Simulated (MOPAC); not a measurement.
MOPAC input (PM6):

```
PM6 1SCF CHARGE=-1 GEO-OK AUX(PRECISION=9) THREADS=1
CN

C    -0.00000000 1   -0.00000000 1   -0.63014053 1
N     0.00000000 1    0.00000000 1    0.54012046 1
```

From the last part of the output:

```
                                                       MOPAC v23.2.5 Linux

          FINAL HEAT OF FORMATION =         37.99145 KCAL/MOL =     158.95622 KJ/MOL

          COSMO AREA              =         60.46 SQUARE ANGSTROMS
          COSMO VOLUME            =         42.97 CUBIC ANGSTROMS

          IONIZATION POTENTIAL    =          2.929487 EV
          HOMO LUMO ENERGIES (EV) =         -2.929  9.768
          NO. OF FILLED LEVELS    =          5
          MOLECULAR WEIGHT        =         26.0177         POINT GROUP:  C*v

          MOLECULAR DIMENSIONS (Angstroms)

            Atom       Atom       Distance
            N     2    C     1     1.17026
            N     2    C     1     0.00000
            C     1    N     2     0.00000

          SCF CALCULATIONS        =          1

   ATOM   CHEMICAL          X               Y               Z
  NUMBER   SYMBOL      (ANGSTROMS)     (ANGSTROMS)     (ANGSTROMS)

     1       C         -0.00000000  *  -0.00000000  *  -0.63014053  *
     2       N          0.00000000  *   0.00000000  *   0.54012046  *

                             CARTESIAN COORDINATES

   1    C       -0.000000000    -0.000000000    -0.630140530
   2    N        0.000000000     0.000000000     0.540120460

           Empirical Formula: C N  =     2 atoms

      MOLECULAR POINT GROUP   :   C*v

                  EIGENVALUES
 -22.60453  -8.17142  -5.30865  -5.30865  -2.92949   9.76806   9.76806  14.69998

              NET ATOMIC CHARGES AND DIPOLE CONTRIBUTIONS

  ATOM NO.   TYPE          CHARGE      No. of ELECS.   s-Pop       p-Pop
    1          C          -0.310365        4.3104     1.58635     2.72402
    2          N          -0.689635        5.6896     1.81336     3.87628
 DIPOLE           X         Y         Z       TOTAL
 POINT-CHG.     0.000     0.000    -0.850     0.850
 HYBRID        -0.000    -0.000     0.975     0.975
 SUM           -0.000    -0.000     0.125     0.125

          ATOMIC ORBITAL ELECTRON POPULATIONS

     Atom    s        px        py        pz
    1  C   1.58635   0.73401   0.73401   1.25600
    2  N   1.81336   1.26599   1.26599   1.34429

 **********************
 *                    *
 * JOB ENDED NORMALLY *
 *                    *
 **********************

 == MOPAC DONE ==
```

The dipole moment of an ion depends on the origin.
